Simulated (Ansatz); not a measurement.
# Relative stability

Two relaxed structures of C2H6N (charge +1), closed shell (PBE0-D4/def2-TZVP; forces vanish, vibrations not checked).

A:

C1  (-0.617, 0.774, -0.502)
C2  (0.446, -1.024, 0.746)
N3  (0.501, -0.052, -0.066)
H4  (-1.531, 0.432, -0.020)
H5  (-0.706, 0.695, -1.587)
H6  (-0.410, 1.810, -0.234)
H7  (1.409, 0.187, -0.461)
H8  (1.351, -1.568, 0.996)
H9  (-0.507, -1.305, 1.184)
(Å)

B:

C1  (-0.223, 0.917, -0.492)
C2  (0.417, -0.219, -0.333)
N3  (0.364, -0.944, 0.950)
H4  (-0.209, -0.441, 1.632)
H5  (-0.169, 1.429, -1.445)
H6  (-0.815, 1.383, 0.289)
H7  (1.018, -0.724, -1.078)
H8  (1.299, -1.060, 1.355)
H9  (-0.037, -1.880, 0.837)
(Å)

Program: Ansatz 0.2.0. Basis: def2-TZVPP. Cores are frozen in the correlated methods. B3LYP uses VWN-RPA correlation.

**Question.** Which structure is lower at CCSD(T), and by how much? (To be estimated.)

**Answer.** By the calculation: A, by 13.3 kJ/mol (electronic energy, against the other). By their contacts, A is C₂H₆N ([CH2][NH][CH3]), total charge +1 and B is C₂H₆N ([CH2][CH][NH3]), total charge +1.

All methods give the same order:

| method | E(B) − E(A) (kJ/mol) |
| --- | --- |
| PBE-D4 | 12.7 |
| r2SCAN-D4 | 12.6 |
| PBE0-D4 | 11.8 |
| B3LYP-D4 | 15.7 |
| wB97M-V | 10.7 |
| HF | 25.5 |
| MP2 | 11.0 |
| CCSD | 14.0 |
| CCSD(T) | 13.3 |

T1 diagnostic: at most 0.014.

Labels in which every atom is bracketed show which atoms are joined, not bond orders.

For scale, one of the runs: CCSD(T)/def2-TZVPP, 177 basis functions, launched by `ansatz run in.yaml --threads 2 --pin off --events-out ev --progress --plain --max-ram 4352MiB`. Hardware: 2 CPU threads of an Arm Neoverse V1, shared host. Wall time 29 s; peak host memory 1.7 GiB.
